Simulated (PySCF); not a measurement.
Compound: CH3CF2CN, C3H3F2N.
Numbering: `[CH3:1][C:2]([F:3])([F:4])[C:5]#[N:6]` (hydrogens: H7, H8, H9 on C1)

Theory: PySCF 2.14.0, density-fitted response routines, TDDFT CAM-B3LYP/def2-SVPD, vertical, gas phase, core orbitals frozen in the response. Isolated species at its GFN2-xTB geometry, gas phase.

Each state is given a Gaussian of 0.25 eV full width at half maximum, with ε(max) = 2.175×10⁸ f / Δν̃ (Δν̃ the width in cm⁻¹). The cross-section is σ = 3.8235×10⁻²¹ ε cm², given in Mb (10⁻¹⁸ cm²). The width is an assumption, not a result. The curve ends short of the highest state used, and states not computed would add to its high-energy end.

λ (nm), σ (Mb) and a bar:
```
    130.5       0.15 #
    131.5       0.25 ##
    132.4       0.84 #####
    133.4       2.34 ##############
    134.3       4.05 ########################
    135.3       4.98 ##############################
    136.2       4.30 ##########################
    137.2       2.83 #################
    138.1       2.25 ##############
    139.1       2.98 ##################
    140.0       4.13 #########################
    141.0       4.60 ############################
    141.9       3.81 #######################
    142.9       2.27 ##############
    143.8       1.08 #######
    144.8       0.36 ##
    145.8       0.09 #
    146.7       0.02 
    147.7       0.02 
    148.6       0.06 
    149.6       0.16 #
    150.5       0.29 ##
    151.5       0.45 ###
    152.4       0.53 ###
    153.4       0.51 ###
    154.3       0.41 ##
    155.3       0.27 ##
    156.2       0.15 #
    157.2       0.07 
    158.1       0.04 
    159.1       0.03 
    160.0       0.05 
    161.0       0.08 
    161.9       0.10 #
    162.9       0.12 #
    163.8       0.11 #
    164.8       0.08 #
    165.7       0.06 
    166.7       0.03 
    167.6       0.02 
    168.6       0.01 
    169.5       0.00 
    170.5       0.00 
    171.4       0.00
```

(1) Locate the maxima and give the states behind the curve.

(2) Coming from long wavelengths, where does ε first pass 100 L mol⁻¹ cm⁻¹?

Results:

(1) 163 nm (7.61 eV), ε about 30, made up of S1 (100%); 153 nm (8.12 eV), ε about 140, made up of S2 (16%) and S3 (84%); 141 nm (8.80 eV), ε about 1200, made up of S4 (100%); 135 nm (9.16 eV), ε about 1300, made up of S5 (100%) (ε in L mol⁻¹ cm⁻¹; maxima over ε = 5, shares over 10%). At its high-energy end, 9.50 eV, the curve is still rising (ε about 39, from S5, S6 and S7). The states used: S1 7.61 eV (f 0.0003); S2 8.05 eV (f 0.0003); S3 8.13 eV (f 0.0011); S4 8.80 eV (f 0.011); S5 9.16 eV (f 0.012); S6 9.67 eV (f 0.0008); S7 9.88 eV (f 0.032); S8 10.10 eV (f 0.032).

(2) At about 155 nm (8.02 eV), 0.42 eV above S1.

The run took 18 s wall on one thread of an Arm Neoverse V1, no GPU, on a shared host.
